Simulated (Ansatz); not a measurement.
Grey tin (α-Sn)

All values below come from PBE (Ansatz, a first-principles code, plane waves, PAW).

Run with plane-wave cutoff 520 eV, 20×20×20 k mesh, Fermi–Dirac smearing 0.05 eV, perturbation theory, scalar-relativistic PAW data made under PBE.

Cell: relaxed at this level.

For grey tin (α-Sn), the zone-centre TO phonon frequency is 174 cm⁻¹.

Measured, for comparison: zone-centre TO phonon frequency 200 cm⁻¹ (low temperature, zero-point motion not removed; as tabulated in Tanner et al. (2021), arXiv:2110.11888). Computed (rounded) less measured: zone-centre TO phonon frequency -13 %.

Note: the solid has no gap at this level, which affects its response.

Spin–orbit coupling is not included.

Computing time: very roughly 9 core-minutes.
